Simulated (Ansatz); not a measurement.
`C=C1OC=C1C`, relaxed with RKS PBE-D4/def2-SVP in Ansatz 0.2.0 from a rough embedded geometry. The force threshold is 0.03 eV/Å; the program also tests the step.

Charge 0, multiplicity 1.

Start:

```xyz
12

C     1.248    1.390    0.849
C     0.051    0.962    0.459
O    -1.126    1.461    0.450
C    -1.617    0.369   -0.226
C    -0.405   -0.223   -0.181
C     0.163   -1.555   -0.645
H     2.102    0.741    0.802
H     1.303    2.321    1.347
H    -2.638    0.144   -0.524
H    -0.613   -2.161   -1.118
H     0.591   -2.073    0.196
H     0.942   -1.375   -1.409
```

```csv
step,energy (eV),largest force (eV/Å),largest move (Å)
1,-7312.3837,7.606,0.000
2,-7313.0397,2.934,0.095
3,-7313.1599,1.122,0.108
4,-7313.1637,0.819,0.127
5,-7313.1802,0.795,0.104
6,-7313.2166,0.368,0.054
7,-7313.2259,0.367,0.134
8,-7313.2361,0.066,0.058
9,-7313.2366,0.020,0.020
```

End:

```xyz
12

C     1.252    1.430    0.927
C     0.121    0.909    0.435
O    -1.162    1.540    0.430
C    -1.608    0.357   -0.201
C    -0.415   -0.301   -0.229
C     0.142   -1.598   -0.689
H     2.187    0.856    0.881
H     1.257    2.431    1.381
H    -2.661    0.237   -0.491
H    -0.653   -2.240   -1.116
H     0.620   -2.160    0.142
H     0.920   -1.461   -1.471
```

Run time 12 s (4 threads of an Arm Neoverse V1 on a shared host); peak host memory 0.16 GiB.
